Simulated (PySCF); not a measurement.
## Structure elucidation problem

Molecular formula: C$_{5}$H$_{8}$. Simulated spectra:

1H NMR (600 MHz, computed): δ 5.24 (tt, J = 9.5, 8.6 Hz, 1H), 4.89 (dt, J = 8.6, 2.9 Hz, 2H), 1.95 (dqt, J = 9.5, 8.4, 2.9 Hz, 2H), 1.04 (t, J = 8.4 Hz, 3H).

13C{1H} NMR (computed): δ 223.0, 97.8, 78.5, 27.2, 17.3.

PySCF 2.14.0 with density-fitted response routines calculation with GIAO PBE0/pcSseg-1 shieldings, J: B3LYP/pcJ-1 (without the spin–dipole term) and PBE0-D3(BJ)/def2-SVP structure; non-relativistic, rapidly exchanging positions averaged, one computed conformer, in vacuum.

Referencing at the same level of theory: 1H and 13C against TMS.

Task: Deduce the structure.

Result: 
- The formula gives 2 degrees of unsaturation (no ring in the answer).
- 5 carbon signals for 5 carbons: no two carbons are equivalent.
- Carbon types of the structure: 1 × C, 1 × CH, 2 × CH2, 1 × CH3, which accounts for all hydrogens.
- δC 223.0: central carbon of an allene; the central sp carbon of an allene is among the most deshielded carbons of hydrocarbons.
- δC 97.8, 78.5: terminal carbon of a cumulated C=C=C unit.
- δC 27.2: allylic sp3 CH2; a saturated carbon with 2 carbon neighbours and no heteroatom attached.
- δC 17.3: methyl carbon; a saturated carbon with 1 carbon neighbour and no heteroatom attached.
- δH 5.24, 4.89: hydrogen on a terminal carbon of a cumulated C=C=C unit; attached to an sp2 carbon and in the plane of the double bond.
- δH 1.95: hydrogen on an allylic sp3 CH2; allylic position.
- δH 1.04: hydrogen on a methyl carbon.
- The protons at 5.24 and 1.95 share a coupling of 9.5 Hz (vicinal).
- The protons at 1.95 and 1.04 share a coupling of 8.4 Hz (vicinal).

Structure: SMILES C=C=CCC.

This is the structure that produced the data.

Multiplet labels drop couplings under 1 Hz and merge nearly equal ones. Unscaled 3J(H,H) at this level run about 9 % above measured values. Shifts are as computed. Against solution values, carbons near 30 ppm lie about +2 ppm off and those near 130 ppm about +4 ppm. Of 246 compounds with measured shifts, 49 miss one by over three times the rms of a fit or turn the order of signals round; such compounds aren't used in these exercises. Couplings across =CH–CH2 type bonds come from one rotamer and its mirror image, and can be 1–2 Hz further off.
